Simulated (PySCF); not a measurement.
Species: C6H10.
SMILES with atom numbers: `[CH2:1]1[CH2:2][C@H:3]2[CH2:4][C@@H:5]1[CH2:6]2`

Geometry (PBE0-D3(BJ)/def2-SVP, Å), atoms numbered from 1 in this order:
```xyz
16
C6H10 angstrom
C     -1.1885    0.0024   -0.6783
C     -1.0524   -0.1424    0.8629
C      0.4743   -0.0705    0.9804
C      0.9285   -0.9911   -0.1750
C      0.2958    0.1196   -1.0436
C      0.8151    1.1007    0.0314
H     -1.6640   -0.8720   -1.1488
H     -1.7619    0.8940   -0.9754
H     -1.5511    0.6694    1.4147
H     -1.4533   -1.0964    1.2390
H      0.9064   -0.1471    1.9883
H      2.0230   -1.0345   -0.2757
H      0.5013   -2.0062   -0.2329
H      0.5452    0.2377   -2.1078
H      0.2839    2.0574    0.1682
H      1.8978    1.2786   -0.0474
```

NICS is the negative of the GIAO shielding at a point without a nucleus: at the ring centre (0) and 1 Å above and below it (1); zz is the component along the ring normal. Level: GIAO PBE0/pcSseg-1 (PySCF, non-relativistic, gas phase) on the PBE0-D3(BJ)/def2-SVP geometry, one conformer.

Ring bond lengths (Å), with Mayer bond orders in brackets: C1–C2 1.554 (0.99), C2–C3 1.533 (1.01), C3–C4 1.546 (0.93), C4–C5 1.546 (0.93), C5–C1 1.533 (1.01); C3–C4 1.546 (0.93), C4–C5 1.546 (0.93), C5–C6 1.545 (0.93), C6–C3 1.545 (0.93).

What do the NICS probes read (ppm)?

| ring | type | NICS(0) | NICS(1), two faces | NICS(1)zz, two faces | rms pucker (Å) | centre to ring atoms, mean (Å) |
| --- | --- | --- | --- | --- | --- | --- |
| C1–C2–C3–C4–C5 | 5-membered carbocycle; formal bonds all single | -8.1 | -19.7 / -3.8 | -21.3 / -5.4 | 0.32 | 1.24 |
| C3–C4–C5–C6 | 4-membered carbocycle; formal bonds all single | -12.0 | -5.1 / -11.6 | -2.5 / -18.6 | 0.24 | 1.06 |

What can be read from them?

- C1–C2–C3–C4–C5: mean NICS(1)zz -13.3 ppm, shielded. C1, C2, C3, C4, C5 have four or more neighbours; no verdict on aromaticity is drawn. The two faces differ by 15.9 ppm, so no symmetry operation interchanges them.
- C3–C4–C5–C6: mean NICS(1)zz -10.6 ppm, shielded. C3, C4, C5, C6 have four or more neighbours, and the NICS criterion for π rings isn't applied. The two faces differ by 16.1 ppm, so no symmetry operation interchanges them.

How do the values depend on the level or the medium?

```json
{"level": "PBE0/pcSseg-1, gas", "NICS(0), C1–C2–C3–C4–C5": "-8.1", "mean NICS(1)zz, C1–C2–C3–C4–C5": "-13.3", "NICS(0), C3–C4–C5–C6": "-12.0", "mean NICS(1)zz, C3–C4–C5–C6": "-10.6"}
{"level": "wB97X-D/pcSseg-2, gas", "NICS(0), C1–C2–C3–C4–C5": "-8.1", "mean NICS(1)zz, C1–C2–C3–C4–C5": "-13.1", "NICS(0), C3–C4–C5–C6": "-12.1", "mean NICS(1)zz, C3–C4–C5–C6": "-10.1"}
```

The geometry is the same throughout.
